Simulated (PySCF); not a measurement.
Name the molecule from its bond curve

A diatomic of charge 0 contains S. Its doublet curve at TPSS in a triple-zeta basis (no relativity, PySCF), in eV from the separated fragments:

(R (Å), E (eV)): (2.140, -2.124), (2.239, -2.412), (2.339, -2.574), (2.413, -2.635), (2.488, -2.657), (2.563, -2.649), (2.662, -2.604), (2.787, -2.509), (2.936, -2.361), (3.135, -2.137)

The fit gives ωe = 321 cm⁻¹ and the rotational constant Bₑ = 0.2012 cm⁻¹.

Q: Which atom is the partner?

A: The minimum lies at 2.503 Å, so the reduced mass is 16.8576 u Å² cm⁻¹/(Bₑ·Re²) = 13.37 u. With S at 31.97 u the partner weighs about 23.0 u: Na. The molecule is NaS.

The state was picked by a PBE0 search and need not be the measured ground state.
